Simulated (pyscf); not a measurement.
PySCF, gas phase, ωB97X-D3(BJ)/def2-SVP geometries.

### Question
PBE/def2-TZVP puts the barrier of `[OH][GeH3]` + `[H]` [doublet] → `[OH][GeH2]` [doublet] + `[H][H]` (hydrogen abstraction; doublet surface; Ge–H broken, H–H formed) at -1.0 kcal/mol and the reaction energy at -21.9 kcal/mol, from the separated reactants. What do PBE0-D3(BJ)/def2-TZVP, M06-2X/def2-TZVP, ωB97M-D3(BJ)/def2-TZVP give on the same structures?

### Answer
PBE0-D3(BJ): ΔE‡ = 0.5 kcal/mol, ΔE = -19.4 kcal/mol; M06-2X: ΔE‡ = 3.5 kcal/mol, ΔE = -23.1 kcal/mol; ωB97M-D3(BJ): ΔE‡ = 3.0 kcal/mol, ΔE = -21.0 kcal/mol. PBE's barrier lies under all of them, by 1.6 to 4.5 kcal/mol. Its reaction energy lies among theirs. At PBE this geometry lies under the reactants; that is no barrier but a single point on another level's saddle; such a level's own saddle, if it has one, lies nearer that side and is low. This is the saddle that the search found; another between the same sides may lie lower. The angle at the transferred H is 179°. Elements up to Kr have no core potential and no relativistic terms here.
